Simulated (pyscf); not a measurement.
Thermochemistry of product channels of `[Cl][CH2][Cl]` + `[Cl]` [doublet] on the doublet surface, in eV, from CCSD(T)/def2-TZVPP + ΔMP2(QZVPP) energies (ideal gas, 1 atm, RRHO with modes under 100 cm⁻¹ raised to 100, one conformer, R ln 2 for rigid chiral ones). Single points on ωB97X-D3(BJ)/def2-SVP structures (PySCF, gas phase). MP2 and CC: frozen core, UHF for open shells. ΔMP2 is the change of the MP2 total energy from the triple- to the quadruple-zeta basis.

```tsv
products	ΔE	ΔH(298 K)	ΔG(298 K)	ΔG(600 K)
`[Cl][CH][Cl]` [doublet] + `[ClH]`	-0.14	-0.30	-0.43	-0.56
`[Cl][CH]([Cl])[Cl]` + `[H]` [doublet]	+1.19	+0.96	+1.02	+1.06
```

These are energies of the channels, which say nothing of barriers. The CCSD(T) − MP2 part came from Ansatz, without density fitting, on the same reference. Left out: orbital degeneracy and the spin-orbit lowering of Cl.
